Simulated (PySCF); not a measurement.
PySCF input:

```python
from pyscf import gto, scf, dft

mol = gto.M(
    atom='''
    C    -0.00558322    1.06374512   -0.38603103
    C     0.00619137   -1.03716485   -0.05773859
    C    -1.06341923    0.06866804    0.11781767
    C     1.06212711    0.08115274    0.12147835
    H    -0.01226405    2.06753296    0.06973792
    H     0.01023035   -1.42530440   -1.07919593
    H     0.00987292   -1.87345395    0.65675121
    H    -1.32708106    0.11676990    1.20906634
    H    -2.01630986   -0.04998724   -0.42504701
    H     1.32144553    0.13232640    1.21362771
    H     2.01820998   -0.02628991   -0.41809864
    ''',
    basis='def2-tzvpd',
    charge=-1,
    spin=0,
    verbose=4,
)

mf = dft.RKS(mol, xc='m062x').density_fit(auxbasis='def2-universal-jkfit')
mf.grids.level = 4
mf.conv_tol = 1e-9
mf.max_cycle = 100
mf.max_memory = 1500
mf.kernel()
if not mf.converged:
    mf = mf.newton()
    mf.kernel(mf.make_rdm1())
mf.analyze()
```

What final total energy does it print?

-156.50821 Eh (M06-2X/def2-TZVPD).

It need not be the lowest isomer of its formula. Whether it binds its extra electron was not tested at this geometry.
